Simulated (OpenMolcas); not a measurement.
# AlH2F (SMILES [F][AlH2]), run twice

Aim: the energy of AlH2F at CPF/ANO-L-MB.

The results are computed with OpenMolcas 26.06.

12 further runs of the same task are left out: 12 set aside as unsound or not needed.

## (1) Starting point

The species is AlH2F (4 atoms), meant as a singlet with charge 0. As SMILES, `[F][AlH2]`. Geometry: a GFN2-xTB relaxation, a rough one for these elements and not checked as a minimum.

Bond lengths: F1–Al2 1.641 Å, Al2–H3 1.528 Å, Al2–H4 1.528 Å. Angles: F1–Al2–H3 119.2°, F1–Al2–H4 119.2°, H3–Al2–H4 121.7°.

## (2) Try one

File job.input:

```
&GATEWAY
 Coord
 5
 bohr
 F     -0.65456334    -0.02830810     2.95787492
 Al     0.01570362     0.00062361    -0.07050568
 H     -0.73132401    -2.26332498    -1.69799451
 H      1.37018372     2.29102836    -1.18935583
 Basis = ANO-L-MB
 Group = NoSym

&SEWARD

&SCF
 PrOrbitals = 1 1

&MOTRA
 Frozen = 6

&GUGA
 Electrons = 12
 Spin = 1
 Inactive = 6
 Active = 0
 CIAll = 1

&CPF
 CPF
```

Command:

```bash
export MOLCAS_MEM=1860
pymolcas job.input > job.log
```

Log:

```text
--- Start Module: gateway ---

                                              &GATEWAY

                       available to each process: 1.9 GB of memory, 1 thread

 Error reading geometry
--- Stop Module: gateway /rc=_RC_INPUT_ERROR_ ---

.####################.
.# User input error #.
.####################.

    Timing: Wall=0.03 User=0.01 System=0.01
```

Wall time 0.24 s (1 thread of Arm Neoverse V1, shared host).

## (3) What went wrong

The input was rejected.

The log says `Error reading geometry`. Cause: an atom count or index doesn't match the structure.

## (4) Try two

File job.input:

```
>>> EXPORT MOLCAS_PRINT=2

&GATEWAY
  Coord
  4
  bohr
  F     -0.65456334    -0.02830810     2.95787492
  Al     0.01570362     0.00062361    -0.07050568
  H     -0.73132401    -2.26332498    -1.69799451
  H      1.37018372     2.29102836    -1.18935583
  Basis = ANO-L-MB
  Group = NoSym

&SEWARD

&SCF
  PrOrbitals = 1 1

&MOTRA
  Frozen = 6

&GUGA
  Electrons = 12
  Spin = 1
  Inactive = 6
  Active = 0
  CIAll = 1

&CPF
  CPF
```

Command:

```bash
export MOLCAS_MEM=1860
pymolcas job.input > job.log
```

Log:

```text
--- Start Module: gateway ---
[...]
--- Stop Module: gateway /rc=_RC_ALL_IS_WELL_ ---
[...]
      Basis functions           16
[...]
       Convergence after   9 Iterations
[...]
::    Total SCF energy                               -342.4558850068
[...]
      Total spin, S                                     0.0000000000
[...]
      *** WARNING: Default frozen orbitals is overwritten by user input.
      *** Default values:   3
[...]
--- Start Module: guga ---
[...]
--- Stop Module: guga /rc=_RC_ALL_IS_WELL_ ---
--- Start Module: cpf ---
[...]
      Active orbitals                            0       0
[...]
      Spin quantum number                      0.0
[...]
     FINAL CPF ENERGY         -342.50634646
     FINAL CORRELATION ENERGY   -0.05046146  REFERENCE ENERGY    -342.45588501
[...]
      Total electronic charge=   24.000000
      Total            charge=   -0.000000
[...]
      Dipole Moment (debye):
      Origin of the operator (angstrom)=   -0.1253   -0.0054    0.5665
                   X=  1.7501E-01               Y=  7.3574E-03               Z= -7.8910E-01           Total=  8.0831E-01
      Quadrupole Moment (debye*angstrom):
[...]
--- Stop Module: cpf /rc=_RC_ALL_IS_WELL_ ---
[...]
```

Wall time 1.9 s (1 thread of Arm Neoverse V1, shared host); peak memory 0.37 GiB.

## (5) Outcome

Level: CPF/ANO-L-MB.

| quantity | value |
| --- | --- |
| total energy | -342.50635 Eh |
| dipole moment (mean-field density) | 1.28 D |
| HOMO energy (Hartree–Fock orbitals) | -12.49 eV |
| LUMO energy (Hartree–Fock orbitals) | 0.33 eV |
| HOMO–LUMO gap (Hartree–Fock orbitals) | 12.83 eV |
| correlation energy (6 core orbitals frozen) | -50.5 mEh |

In words: Mulliken charges of the mean-field density run from -0.68 on F1 to +1.13 on Al2; they depend strongly on the basis.
